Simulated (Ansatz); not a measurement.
For fcc Cu, r²SCANh in Ansatz (PAW) gives:

| Quantity | Result |
|---|---|
| lattice parameter a | 3.583 Å |
| cohesive energy | 3.63 eV/atom |

Question: What does Hartree–Fock (Ansatz, a program for electronic structure, plane waves, PAW) give for the same quantities?

Answer: 
- lattice constant a: 3.979 Å (grows by 11 %)
- cohesive energy: 0.91 eV/atom (drops by 2.72 eV/atom)

For comparison: lattice constant a 3.595 Å (measured, low-temperature or extrapolated to 0 K; zero-point anharmonic expansion removed; as tabulated in Csonka et al. (2009), arXiv:0903.4037); cohesive energy 3.52 eV/atom (measured, zero-point vibration energy added; as tabulated in Harl et al. (2010), doi:10.1103/physrevb.81.115126).

Changes are worked out from the printed values.

Unless a cell is named, each level is at its own relaxed cell (r²SCANh 11.50, Hartree–Fock 15.75 Å³/atom).

Caveats: the cell is over a tenth larger than the published one: the level's own overestimate first of all, though another phase or state, or a fault of the published cell, is possible (Hartree–Fock). Ansatz's density-functional and Hartree–Fock values are scalar-relativistic unless marked +SOC, with PAW data made under PBE.
